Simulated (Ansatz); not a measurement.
A made-up structure of CH2MgN, doublet:

```xyz
5
angstrom
N -0.4386 -0.8811 0.0442
C -1.0575 -0.1739 0.8859
Mg 0.5047 0.9300 -0.0840
H -1.6715 0.1532 1.6856
H 1.6652 1.9899 -0.7095
```

It is relaxed with PBE-D4/def2-SVP and then PBE0-D4/def2-TZVP (Ansatz 0.2.0). Atoms count as bonded within 1.22 times the sum of their covalent radii (H–H: 0.88 Å). The end point is not checked to be a true minimum.

Does its bonding change? (Judge from chemistry; the calculation decides.)

Computed: No: no bond forms or breaks.

Where it ends: The first stage lowers the energy by 0.54 eV in 7 steps. It ends as CH₂MgN ([CH]1[N][MgH]1):
```
5
angstrom
N -0.5121 -0.7584 0.1338
C -1.0034 0.0043 0.9554
Mg 0.5891 0.9372 -0.1504
H -1.8248 -0.1457 1.6772
H 1.7536 1.9806 -0.7938
```

Labels in which every atom is bracketed show which atoms are joined, not bond orders.

For scale, one of the runs: PBE0-D4/def2-TZVP relaxation, 106 basis functions, launched by `ansatz run in.yaml --threads 2 --pin off --events-out ev --progress --plain --max-ram 4352MiB`. The run took about 57 s on 2 CPU threads of an AMD EPYC 7571 (shared host).
